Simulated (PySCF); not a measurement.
# Potential energy of OF along the bond

Set-up: O cc-pVDZ, F cc-pVDZ; no relativity (PySCF 2.14). Energies in eV from O + F in their ground configurations at the same level. All curves are PBE0. state 1: ²Π (doublet), unpaired electrons π ↑; state 2: ⁴Σ⁻ (quartet), unpaired electrons σ ↑, π ↑↑, a second solution, started from another occupation.

```csv
R (Å),state 1,state 2
1.151,-1.195,7.4634
1.205,-1.802,5.2883
1.259,-2.134,3.6028
1.299,-2.251,2.6099
1.339,-2.283,1.8069
1.379,-2.249,1.1662
1.433,-2.127,0.5204
1.500,-1.889,-0.0277
1.580,-1.531,-0.4071
1.687,-1.051,-0.6091
```

Task: Put a parabola through the three lowest points of the state 1 curve and estimate Re, k and ωe (reduced mass 8.684 u; 1 eV/Å² = 0.16022 mdyn/Å; ωe = 1302.8·√(k/μ) cm⁻¹).

Result: Through R = 1.299, 1.339, 1.379 Å the second-order coefficient is 20.6 eV/Å², so Re ≈ 1.338 Å, k ≈ 6.61 mdyn/Å and ωe ≈ 1137 cm⁻¹. A polynomial fit of higher order to the unrounded PBE0 energies gives Re = 1.337 Å, k = 6.61 mdyn/Å, ωe = 1137 cm⁻¹; anharmonicity and rounding make the difference.

The higher-order fit for each curve: state 1: Re = 1.337 Å, ωe = 1137 cm⁻¹, De = 2.28 eV; state 2: Re = 1.752 Å, ωe = 545 cm⁻¹, minimum 0.63 eV below the ground-state fragments.

⟨S²⟩ of the unrestricted solution departs from its pure value on part of the curve, where spin states mix. The state was picked by a PBE0 search and need not be the measured ground state.
